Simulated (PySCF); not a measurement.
Compound: difluorosilane, F2H2Si.
SMILES with atom numbers: `[F:1][SiH2:2][F:3]` (hydrogens: H4, H5 on Si2)

Structure used (GFN2-xTB), in Å, numbered top down from 1:
```xyz
5
F2H2Si angstrom
F     -1.204   -0.932   -0.102
Si    -0.003    0.111    0.011
F      1.287   -0.812   -0.136
H     -0.011    0.654    1.348
H     -0.061    0.982   -1.138
```

Level of theory: PBE0/pcSseg-1 in PySCF (dipole) on a GFN2-xTB geometry, gas phase.

Masses are those of the commonest isotopes; rigid-rotor values at the optimised geometry. 

(1) Give the principal moments of inertia and the rotational constants in MHz.

(2) What kind of rotor is it?

(3) Is it planar, by Δ = Ic − Ia − Ib?

(4) Give the other two planar moments, Paa and Pbb, and the rms extents of the mass along the axes.

(5) List the rotational levels J(Ka,Kc) to J = 5 (K).

(6) Predict some low-J microwave lines.

## Answers

(1) Ia = 22.28, Ib = 62.27, Ic = 78.21 u·Å²; 505379 MHz·u·Å²/I gives A = 22685, B = 8116, C = 6462 MHz.

(2) An asymmetric top: κ = (2 × 8116 − 22685 − 6462)/(22685 − 6462) = -0.80.

(3) Not planar: Δ = Ic − Ia − Ib = -6.34 u·Å². For a rigid frame Δ = −2 Σ m c², so Σ m c² = 3.17 u·Å² lies off the ab plane, practically all of it from hydrogen. The atom farthest from that plane is 1.25 Å away.

(4) Paa = Σ m a² = (Ib + Ic − Ia)/2 = 59.10 and Pbb = Σ m b² = (Ia + Ic − Ib)/2 = 19.11 u·Å². With the mass M = 67.99 u, the rms extents √(P/M) along a, b and c are 0.93, 0.53, 0.22 Å.

(5) Above 0(0,0), as E/k:
J = 1: 1(0,1) 0.700, 1(1,1) 1.399, 1(1,0) 1.478
J = 2: 2(0,2) 2.093, 2(1,2) 2.719, 2(1,1) 2.957, 2(2,1) 5.055, 2(2,0) 5.061
J = 3: 3(0,3) 4.166, 3(1,3) 4.695, 3(1,2) 5.171, 3(2,2) 7.153, 3(2,1) 7.185, 3(3,1) 10.852, 3(3,0) 10.852
J = 4: 4(0,4) 6.903, 4(1,4) 7.323, 4(1,3) 8.114, 4(2,3) 9.947, 4(2,2) 10.040, 4(3,2) 13.662, 4(3,1) 13.664, 4(4,1) 18.824, 4(4,0) 18.824
J = 5: 5(0,5) 10.285, 5(1,5) 10.598, 5(1,4) 11.779, 5(2,4) 13.431, 5(2,3) 13.641, 5(3,3) 17.179, 5(3,2) 17.188, 5(4,2) 22.336, 5(4,1) 22.336, 5(5,1) 28.973, 5(5,0) 28.973
The levels of one J sum to (2J + 1)J(J + 1)(A + B + C)/3.

(6) The dipole components are |μa| = 0.00 D, |μb| = 2.11 D, |μc| = 0.00 D; the symmetry axis of this C2v structure is b, so μa and μc vanish by symmetry and there are no a-type or c-type lines. Some lines, for components of 0.1 D or more:

```
type  branch         J(Ka,Kc)     MHz  lower level (cm⁻¹)
   b       R  3(1,2) ← 2(2,1)    2421               3.513
   b       R  2(0,2) ← 1(1,1)   14454               0.972
   b       Q  1(1,0) ← 1(0,1)   16223               0.486
   b       Q  2(1,1) ← 2(0,2)   18010               1.454
   b       Q  3(1,2) ← 3(0,3)   20931               2.896
   b       R  1(1,1) ← 0(0,0)   29147               0.000
   b       Q  3(2,1) ← 3(1,2)   41972               3.594
   b       R  2(1,2) ← 1(0,1)   42071               0.486
   b       Q  2(2,0) ← 2(1,1)   43840               2.055
   b       Q  2(2,1) ← 2(1,2)   48670               1.890
   b       Q  3(2,2) ← 3(1,3)   51231               3.263
   b       R  2(2,0) ← 1(1,1)   76305               0.972
   b       Q  3(3,0) ← 3(2,1)   76408               4.994
   b       Q  3(3,1) ← 3(2,2)   77061               4.972
   b       R  3(2,2) ← 2(1,1)   87442               2.055
   b       R  3(2,1) ← 2(1,2)   93063               1.890
   b       R  3(3,1) ← 2(2,0)  120662               3.517
```

No GFN2-xTB frequencies stand behind this structure, so it isn't proved a minimum. These are rigid-rotor constants of the computed structure; measured ground-state constants (B0) also hold zero-point vibration.
